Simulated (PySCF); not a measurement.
# UHF/x2c-SVPall (sfX2C) run of C2H5Mg (SMILES [CH2][Mg][CH3])

What is the vertical ionisation energy of C2H5Mg at UHF/x2c-SVPall (sfX2C)? 

Program for the calculation: PySCF 2.14.0.

## 1. The structure to begin with

C2H5Mg: 8 atoms, total charge 0, spin state doublet. As SMILES, `[CH2][Mg][CH3]`. The coordinates come from a PBE0-D4/def2-TZVP relaxation.

Bond lengths: C1–Mg2 2.054 Å, Mg2–C3 2.083 Å, C1–H4 1.093 Å, C1–H5 1.093 Å, C3–H6 1.095 Å, C3–H7 1.095 Å, C3–H8 1.095 Å. Angles: C1–Mg2–C3 180.0°, Mg2–C1–H4 125.5°, Mg2–C1–H5 125.5°, Mg2–C3–H6 111.9°, Mg2–C3–H7 111.9°, Mg2–C3–H8 111.9°, H4–C1–H5 109.0°, H6–C3–H7 107.0°, H6–C3–H8 106.9°, H7–C3–H8 107.0°.

## 2. A single-point energy at UHF/x2c-SVPall (sfX2C)

run.py reads:

```python
from pyscf import gto

system = gto.M(
    atom='''
C       -1.307500       1.238300      -1.453000
Mg      -0.138800       0.135400      -0.173100
C        1.045400      -0.983100       1.125700
H       -2.085400       0.836800      -2.107700
H       -1.252200       2.321500      -1.589200
H        1.387200      -0.388900       1.979700
H        1.939800      -1.373600       0.629300
H        0.503800      -1.843600       1.532500
''',
    basis='x2c-svpall',
    max_memory=1860,
    verbose=4,
    spin=1,
)

mf = system.UHF()
mf = mf.x2c()
mf.conv_tol = 1e-10
mf.kernel()
if not mf.converged:
    mf = mf.newton().run(mf.mo_coeff, mf.mo_occ)

e_final = mf.e_tot
print(f'total energy: {e_final:.8f} hartree')
```

Launch:

```bash
$ OMP_NUM_THREADS=1 python run.py
```

What it wrote:

```text
PySCF version 2.14.0

[INPUT] num. atoms = 8
[INPUT] num. electrons = 29
[INPUT] charge = 0
[INPUT] spin (= nelec alpha-beta = 2S) = 1
[INPUT] symmetry False subgroup None
[INPUT] Mole.unit = angstrom
[INPUT] Symbol           X                Y                Z      unit          X                Y                Z       unit  Magmom
[INPUT]  1 C     -1.307500000000   1.238300000000  -1.453000000000 AA   -2.470816907869   2.340047860049  -2.745772058993 Bohr   0.0
[INPUT]  2 Mg    -0.138800000000   0.135400000000  -0.173100000000 AA   -0.262293986090   0.255868917266  -0.327111592162 Bohr   0.0
[INPUT]  3 C      1.045400000000  -0.983100000000   1.125700000000 AA    1.975519690620  -1.857789753060   2.127264698423 Bohr   0.0
[INPUT]  4 H     -2.085400000000   0.836800000000  -2.107700000000 AA   -3.940834860168   1.581322821036  -3.982975752746 Bohr   0.0
[INPUT]  5 H     -1.252200000000   2.321500000000  -1.589200000000 AA   -2.366315053180   4.386999198178  -3.003152757159 Bohr   0.0
[INPUT]  6 H      1.387200000000  -0.388900000000   1.979700000000 AA    2.621428079997  -0.734914489843   3.741090808801 Bohr   0.0
[INPUT]  7 H      1.939800000000  -1.373600000000   0.629300000000 AA    3.665690736431  -2.595727804703   1.189204650189 Bohr   0.0
[INPUT]  8 H      0.503800000000  -1.843600000000   1.532500000000 AA    0.952044021556  -3.483899083248   2.896005285896 Bohr   0.0

nuclear repulsion = 72.6559781925445
number of shells = 19
number of NR pGTOs = 119
number of NR cGTOs = 71
basis = x2c-svpall
ecp = {}

******** <class 'pyscf.x2c.sfx2c1e.sfX2C1eUHF'> ********
method = sfX2C1eUHF
initial guess = minao
damping factor = 0
level_shift factor = 0
DIIS = <class 'pyscf.scf.diis.CDIIS'>
diis_start_cycle = 1
diis_space = 8
diis_damp = 0
SCF conv_tol = 1e-10
SCF conv_tol_grad = None
SCF max_cycles = 50
direct_scf = True
direct_scf_tol = 1e-13
number electrons alpha = 15  beta = 14

******** <class 'pyscf.x2c.sfx2c1e.SpinFreeX2CHelper'> ********
approx = 1e
xuncontract = 1
Set gradient conv threshold to 1e-05
init E= -278.217256915748
[... the frontier-level lines of each cycle are left out ...]

cycle= 1 E= -278.352119909961  delta_E= -0.135  |g|= 0.181  |ddm|= 1.84
cycle= 2 E= -278.384236507271  delta_E= -0.0321  |g|= 0.0548  |ddm|= 0.318
cycle= 3 E= -278.387621640935  delta_E= -0.00339  |g|= 0.0219  |ddm|= 0.119
cycle= 4 E= -278.388042229128  delta_E= -0.000421  |g|= 0.00644  |ddm|= 0.0314
cycle= 5 E= -278.388128578118  delta_E= -8.63e-05  |g|= 0.00329  |ddm|= 0.0171
cycle= 6 E= -278.388154122788  delta_E= -2.55e-05  |g|= 0.0017  |ddm|= 0.00975
cycle= 7 E= -278.388162399253  delta_E= -8.28e-06  |g|= 0.000605  |ddm|= 0.00678
cycle= 8 E= -278.388163721389  delta_E= -1.32e-06  |g|= 0.000207  |ddm|= 0.00309
cycle= 9 E= -278.388163865908  delta_E= -1.45e-07  |g|= 0.000101  |ddm|= 0.000853
cycle= 10 E= -278.388163907424  delta_E= -4.15e-08  |g|= 3.92e-05  |ddm|= 0.000527
cycle= 11 E= -278.388163913961  delta_E= -6.54e-09  |g|= 1.44e-05  |ddm|= 0.000238
cycle= 12 E= -278.388163914677  delta_E= -7.16e-10  |g|= 6.58e-06  |ddm|= 6.78e-05
cycle= 13 E= -278.388163914832  delta_E= -1.55e-10  |g|= 2.45e-06  |ddm|= 3.44e-05
cycle= 14 E= -278.388163914852  delta_E= -1.92e-11  |g|= 7.93e-07  |ddm|= 1.19e-05
Extra cycle  E= -278.388163914853  delta_E= -1.14e-12  |g|= 4.92e-07  |ddm|= 1.67e-06
converged SCF energy = -278.388163914853  <S^2> = 0.75990864  2S+1 = 2.0098842
total energy: -278.38816391 hartree
```

It took 1.8 s on 1 thread of Arm Neoverse V1, shared host; peak memory 0.15 GiB.

## 3. The singlet cation at the same level

calc.py reads:

```python
from pyscf import gto

mol = gto.M(
    atom='''
C     -1.307500     1.238300    -1.453000
Mg    -0.138800     0.135400    -0.173100
C      1.045400    -0.983100     1.125700
H     -2.085400     0.836800    -2.107700
H     -1.252200     2.321500    -1.589200
H      1.387200    -0.388900     1.979700
H      1.939800    -1.373600     0.629300
H      0.503800    -1.843600     1.532500
''',
    charge=1,
    basis='x2c-svpall',
    spin=0,
    verbose=4,
    max_memory=1860,
)

myscf = mol.RHF()
myscf = myscf.x2c()
myscf.conv_tol = 1e-10
myscf.kernel()
if not myscf.converged:
    myscf = myscf.newton().run(myscf.mo_coeff, myscf.mo_occ)

e_final = myscf.e_tot
print('Final energy', e_final)
```

Launch:

```bash
$ OMP_NUM_THREADS=1 python calc.py
```

What it wrote:

```text
PySCF version 2.14.0

[INPUT] num. atoms = 8
[INPUT] num. electrons = 28
[INPUT] charge = 1
[INPUT] spin (= nelec alpha-beta = 2S) = 0
[INPUT] symmetry False subgroup None
[INPUT] Mole.unit = angstrom
[INPUT] Symbol           X                Y                Z      unit          X                Y                Z       unit  Magmom
[INPUT]  1 C     -1.307500000000   1.238300000000  -1.453000000000 AA   -2.470816907869   2.340047860049  -2.745772058993 Bohr   0.0
[INPUT]  2 Mg    -0.138800000000   0.135400000000  -0.173100000000 AA   -0.262293986090   0.255868917266  -0.327111592162 Bohr   0.0
[INPUT]  3 C      1.045400000000  -0.983100000000   1.125700000000 AA    1.975519690620  -1.857789753060   2.127264698423 Bohr   0.0
[INPUT]  4 H     -2.085400000000   0.836800000000  -2.107700000000 AA   -3.940834860168   1.581322821036  -3.982975752746 Bohr   0.0
[INPUT]  5 H     -1.252200000000   2.321500000000  -1.589200000000 AA   -2.366315053180   4.386999198178  -3.003152757159 Bohr   0.0
[INPUT]  6 H      1.387200000000  -0.388900000000   1.979700000000 AA    2.621428079997  -0.734914489843   3.741090808801 Bohr   0.0
[INPUT]  7 H      1.939800000000  -1.373600000000   0.629300000000 AA    3.665690736431  -2.595727804703   1.189204650189 Bohr   0.0
[INPUT]  8 H      0.503800000000  -1.843600000000   1.532500000000 AA    0.952044021556  -3.483899083248   2.896005285896 Bohr   0.0

nuclear repulsion = 72.6559781925445
number of shells = 19
number of NR pGTOs = 119
number of NR cGTOs = 71
basis = x2c-svpall
ecp = {}

******** <class 'pyscf.x2c.sfx2c1e.sfX2C1eRHF'> ********
method = sfX2C1eRHF
initial guess = minao
damping factor = 0
level_shift factor = 0
DIIS = <class 'pyscf.scf.diis.CDIIS'>
diis_start_cycle = 1
diis_space = 8
diis_damp = 0
SCF conv_tol = 1e-10
SCF conv_tol_grad = None
SCF max_cycles = 50
direct_scf = True
direct_scf_tol = 1e-13

******** <class 'pyscf.x2c.sfx2c1e.SpinFreeX2CHelper'> ********
approx = 1e
xuncontract = 1
Set gradient conv threshold to 1e-05
Initial guess from minao.
init E= -278.217256915749
  HOMO = -0.26092839211681  LUMO = -0.137005869125126  gap/eV = 3.37210
cycle= 1 E= -277.999249902541  delta_E= 0.218  |g|= 0.463  |ddm|= 2.57
  HOMO = -0.505083244982151  LUMO = -0.35432371818775  gap/eV = 4.10238
cycle= 2 E= -278.09326238206  delta_E= -0.094  |g|= 0.158  |ddm|= 0.768
  HOMO = -0.519962539215204  LUMO = -0.241592496601078  gap/eV = 7.57483
cycle= 3 E= -278.101026422784  delta_E= -0.00776  |g|= 0.0341  |ddm|= 0.235
  HOMO = -0.511978401760479  LUMO = -0.237044468110448  gap/eV = 7.48133
cycle= 4 E= -278.101711297253  delta_E= -0.000685  |g|= 0.0103  |ddm|= 0.0834
  HOMO = -0.515459289386698  LUMO = -0.238271900683145  gap/eV = 7.54265
cycle= 5 E= -278.101751511097  delta_E= -4.02e-05  |g|= 0.00245  |ddm|= 0.0145
  HOMO = -0.515014772901152  LUMO = -0.238466060745371  gap/eV = 7.52527
cycle= 6 E= -278.101755237614  delta_E= -3.73e-06  |g|= 0.000461  |ddm|= 0.00622
  HOMO = -0.515122573768543  LUMO = -0.238348204360437  gap/eV = 7.53141
cycle= 7 E= -278.101755371971  delta_E= -1.34e-07  |g|= 6.73e-05  |ddm|= 0.00129
  HOMO = -0.515124323703868  LUMO = -0.238340410261278  gap/eV = 7.53167
cycle= 8 E= -278.101755376571  delta_E= -4.6e-09  |g|= 1.48e-05  |ddm|= 0.000243
  HOMO = -0.515123333353866  LUMO = -0.238337897828085  gap/eV = 7.53172
cycle= 9 E= -278.101755376854  delta_E= -2.83e-10  |g|= 4.5e-06  |ddm|= 4.53e-05
  HOMO = -0.515123615218355  LUMO = -0.238336823739322  gap/eV = 7.53175
cycle= 10 E= -278.101755376878  delta_E= -2.39e-11  |g|= 8.94e-07  |ddm|= 1.37e-05
  HOMO = -0.515123555498134  LUMO = -0.238336762278611  gap/eV = 7.53175
Extra cycle  E= -278.101755376878  delta_E= 5.68e-14  |g|= 3.96e-07  |ddm|= 2.05e-06
converged SCF energy = -278.101755376878
Final energy -278.10175537687826
```

It took 1.4 s on 1 thread of Arm Neoverse V1, shared host; peak memory 0.15 GiB.

## 4. Results

Level: UHF/x2c-SVPall (sfX2C).

| quantity | value |
| --- | --- |
| doublet C2H5Mg: total energy | -278.38816 Eh |
| doublet C2H5Mg: dipole moment | 0.08 D |
| doublet C2H5Mg: HOMO energy (highest over α and β) | -9.45 eV |
| doublet C2H5Mg: LUMO energy (lowest over α and β) | 1.44 eV |
| doublet C2H5Mg: ⟨S²⟩ | 0.760 |
| singlet cation: total energy | -278.10176 Eh |
| singlet cation: HOMO energy | -14.02 eV |
| singlet cation: LUMO energy | -6.49 eV |
| singlet cation: HOMO–LUMO gap | 7.53 eV |
| vertical ionisation energy (to the singlet cation) | 7.794 eV |

In words: The vertical ionisation energy comes to 7.79 eV (180 kcal/mol). Only the singlet of the ionised species was computed; a triplet could lie lower.
